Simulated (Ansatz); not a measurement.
Process, species as SMILES: C=C=O → 2 C atom + 2 H atom + O atom
B3LYP-D3(BJ)/def2-TZVP geometries, fixed; electronic energies without zero-point terms.

Basis-set convergence of the atomisation energy at wB97M-V with Ansatz (an electronic-structure program). All functions are spherical. The program fits the integrals of some runs and decomposes those of others, by size. Open shells are unrestricted. The functional holds VV10 correlation; no added dispersion term, no relativity. Functions are those of the species that has most. Reference: the value in aug-pcseg-3, 536.11 kcal/mol, itself unsure by roughly 0.44 kcal/mol (its mean distance from aug-cc-pVQZ, cc-pV5Z, def2-QZVPPD). Deviations are taken from unrounded values. Cost is core time over that of aug-cc-pVDZ, rough, on shared machines of one kind; a dash marks a row that isn't timed (too short, read off another run, short of memory, by another algorithm or on other hardware).

```csv
basis,functions,atomisation energy (kcal/mol),minus reference (kcal/mol),cost
3-21G,31,517.15,-18.95,-
cc-pVDZ,52,530.81,-5.30,0.5×
def2-SVP,52,543.28,7.17,0.6×
def2-SVPD,79,543.28,7.17,0.7×
aug-cc-pVDZ,87,527.43,-8.68,1×
def2-TZVP,105,535.29,-0.82,0.9×
cc-pVTZ,118,535.70,-0.41,0.9×
def2-TZVPPD,148,535.71,-0.40,1×
"6-311++G(3df,3pd)",153,536.76,0.66,1×
aug-cc-pVTZ,184,534.33,-1.78,2×
pcseg-3,246,536.09,-0.02,2×
def2-QZVPPD,258,535.43,-0.67,3×
aug-cc-pVQZ,332,535.65,-0.46,4×
```

The smallest set listed that lies within 4 kcal/mol of the reference with all its larger relatives (same family, alike in diffuse functions; a set with none counts only in the reference's own line) is def2-TZVP (105 functions, 0.9× in cost, -0.82 kcal/mol off). Inside, with no larger relative to test it: 6-311++G(3df,3pd), pcseg-3. (Relatives not listed, tested too: def2-TZVPP -0.16, cc-pVQZ 0.19, def2-QZVP -0.58, def2-QZVPP -0.58, cc-pV5Z -0.18 kcal/mol.)
